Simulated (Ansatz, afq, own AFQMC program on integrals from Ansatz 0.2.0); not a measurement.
# CH3AlN, doublet: AFQMC among the cluster methods

```xyz
6

Al   -1.7055    0.0000    0.0000
H    -2.4984    1.3734    0.0000
H    -2.4984   -1.3734    0.0000
H     0.2385    0.0000    0.0000
N     2.4886    0.0000    0.0000
C     1.3285    0.0000    0.0000
```

Connectivity, by distances: AlH2 ··· N–C, 1 bridging H.

Basis cc-pVDZ. Noble-gas cores (and the filled d shells of Ga–Kr and In–Xe) are frozen. Ansatz 0.2.0 and our own AFQMC program on the same integrals; the CISD trial comes from CCSD amplitudes, and released means the phaseless constraint is let go. ± is one standard error of the sampling.

Determinant: UHF, the one that the program's search chose, which needn't be the lowest solution. The geometry is a point of a scan.

No full CI on the walks' own integrals is used here; CCSDT(Q) serves as the reference and is uncertain by about the last step of the cluster series.

Cautions: unrestricted determinant slightly spin contaminated (⟨S²⟩ 0.83 against 0.75).

The T1 diagnostic is 0.0286 and the weight of the determinant in the CISD state is 0.826. The ⟨S²⟩ of the determinant is 0.830. The size of the correlated space is 15 electrons in 54 orbitals.

Reference: CCSDT(Q), correlation energy -10.679 eV. The released energy is read at 1.50 1/Eh (meV from the phaseless value at times in 1/Eh: -2 ± 7 at 0.24, -3 ± 7 at 0.51, -14 ± 6 at 0.99, -9 ± 10 at 1.50).

```
         level  E − E(reference) (kcal/mol)  share of correlation (%)
            HF                       246.26                      0.00
           MP2                        31.58                     87.18
          CCSD                        10.32                     95.81
       CCSD(T)                         1.57                     99.36
         CCSDT                         0.99                     99.60
 ph-AFQMC/CISD                  0.48 ± 0.14                     99.80
released AFQMC                  0.29 ± 0.23                     99.88
```

A walk keeps the symmetry of its determinant, which the program's search chose and which needn't be the lowest solution, so a lower state of the same spin and another symmetry isn't excluded. Released energies are given only where the last usable release times agree within the noise; a slower fall can still hide under it.
